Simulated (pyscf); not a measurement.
Four-centre exchange: HO–GaH₂ + hydrogen (H₂) -> HO–GaH₂ + hydrogen (H₂)

Gas phase, singlet surface, charge 0. Bonds broken: O1–H3, H6–H7. Bonds formed: O1–H6, H3–H7. Single points on ωB97X-D3(BJ)/def2-SVP structures (PySCF, gas phase).

Transition state (Å):

```xyz
7

O     -1.1454    -0.1773     0.5165
Ga    -0.1832     0.3784    -0.9373
H     -2.2023    -0.4226     0.7948
H     -0.9594     1.3402    -1.8762
H      1.2583    -0.1945    -0.9945
H     -1.2499    -1.0789     1.1729
H     -2.4094    -1.4259     1.5331
```

One imaginary mode, 2340i cm⁻¹; descent along it reached the two sides named.

```tsv
bond	change	reactant side (Å)	saddle	product side
O1–H3	breaks	0.964	1.120	2.427
H6–H7	breaks	0.763	1.263	3.4
O1–H6	forms	2.418	1.120	0.964
H3–H7	forms	3.4	1.263	0.762
```

Electronic energies relative to the separated reactants (eV):

| level | barrier | reaction energy | reverse barrier |
|---|---|---|---|
| ωB97X-D3(BJ)/def2-TZVP | 2.93 | 0.00 | 2.93 |
| PBE/def2-TZVP | 2.54 | 0.00 | 2.54 |
| r²SCAN/def2-TZVP | 2.74 | 0.00 | 2.74 |
| B3LYP-D3(BJ)/def2-TZVP | 2.80 | 0.00 | 2.80 |
| PBE0-D3(BJ)/def2-TZVP | 2.72 | 0.00 | 2.72 |
| M06-2X/def2-TZVP | 2.92 | 0.00 | 2.92 |
| ωB97M-D3(BJ)/def2-TZVP | 2.83 | 0.00 | 2.83 |
| HF/def2-TZVP | 3.56 | 0.00 | 3.56 |

With ωB97M-D3(BJ)/def2-TZVP energies and thermal terms (ideal gas, 1 atm, RRHO with modes under 100 cm⁻¹ raised to 100, one conformer, R ln 2 for chiral ones without a mode under 150 cm⁻¹), in eV:

| T (K) | ΔH‡ | ΔG‡ | ΔH | ΔG |
|---|---|---|---|---|
| 298 | 2.73 | 3.05 | 0.00 | 0.00 |
| 600 | 2.70 | 3.39 | 0.00 | 0.00 |
| 900 | 2.71 | 3.73 | 0.00 | 0.00 |
| 1200 | 2.73 | 4.07 | 0.00 | 0.00 |

The same reactants have a lower exit, to GaH₃ + H₂O (barrier +0.96 eV at ωB97M-D3(BJ)/def2-TZVP, against +2.83 eV here). Another saddle between the same species, by other bonds, lies lower (1.58 eV against 2.83 eV at ωB97M-D3(BJ)/def2-TZVP). Elements up to Kr have no core potential and no relativistic terms here.
